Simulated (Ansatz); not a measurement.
Task: a ladder of methods at one geometry of C₂H₃NO, SMILES COC#N, with Ansatz 0.2.0, Python API. Give the script and its output. Level of theory (for the species named): revPBE, def2-SVP basis, multiplicity 1. The script varies functional: revpbe, b3lyp, r2scan, r2scan0.

```xyz
7

C    -0.2512    0.6446   -0.2751
O     0.9197   -0.0144   -0.1264
C     0.6571   -1.1858    0.4369
N     0.5477   -2.1986    0.9499
H    -0.9857    0.1296   -0.9546
H    -0.7712    0.9034    0.6813
H    -0.0552    1.6531   -0.7578
```

Script `methods.py`:
```python
"""One geometry of C2H3NO, method by method."""

from pathlib import Path

import ansatz as az
import numpy as np


def main() -> None:
    c2h3no = (
        az.Crystal.molecule()
        .atom("C", (-0.2512, 0.6446, -0.2751))
        .atom("O", (0.9197, -0.0144, -0.1264))
        .atom("C", (0.6571, -1.1858, 0.4369))
        .atom("N", (0.5477, -2.1986, 0.9499))
        .atom("H", (-0.9857, 0.1296, -0.9546))
        .atom("H", (-0.7712, 0.9034, 0.6813))
        .atom("H", (-0.0552, 1.6531, -0.7578))
    )

    base = c2h3no.calculation().basis(gaussian="def2-SVP")

    print("functional    E (Ha)        dipole (D)   HOMO (eV)  LUMO (eV)")
    for name in ["revpbe", "b3lyp", "r2scan", "r2scan0"]:
        summary = base.functional(name).forces().orbitals().run(runs_dir="runs").report
        lines = Path(summary["orbitals_path"]).read_text().splitlines()
        field_of = lambda key: [line.split("=")[1].strip() for line in lines if line.startswith(key)]
        orbitals = [(27.211386 * float(e), s, float(n)) for e, s, n in zip(field_of("Ene="), field_of("Spin="), field_of("Occup="))]
        homo = max(e for e, _, n in orbitals if n > 0.5)
        lumo = min(e for e, _, n in orbitals if n < 0.5)
        dipole = 4.803205 * np.linalg.norm(summary["charge_distribution"]["dipole_moment_e_ang"])
        print(f"{name:10s} {summary['free_energy_ev'] / 27.211386246:14.6f} {dipole:9.3f} {homo:11.3f} {lumo:10.3f}")


if __name__ == "__main__":
    main()
```

Running `python methods.py` prints:
```text
functional    E (Ha)        dipole (D)   HOMO (eV)  LUMO (eV)
revpbe        -207.715872     3.596      -7.208     -0.097
b3lyp         -207.771917     3.647      -8.494      0.560
r2scan        -207.651325     3.770      -7.659      0.087
r2scan0       -207.620314     3.817      -9.076      1.062
```

What to keep in mind:
- Total energies depend on the basis set; only differences at equal settings carry meaning.
- The geometry is a force-field or estimated start, not a minimum of this method, and the basis set is short of its limit. A lower total doesn't mark the better method: functionals have no common bound, and MP2 and coupled cluster aren't variational.
- b3lyp holds the VWN-RPA fit, as in Gaussian; the form of ORCA and Turbomole is b3lyp5.
- Levels such as HOMO and LUMO are orbital energies: with these approximate functionals they aren't the ionisation energy and electron affinity, and their gap isn't the fundamental gap.
- It ran for 9.5 s on 1 thread of Arm Neoverse V1, with other jobs on the host, peak memory 0.21 GiB.
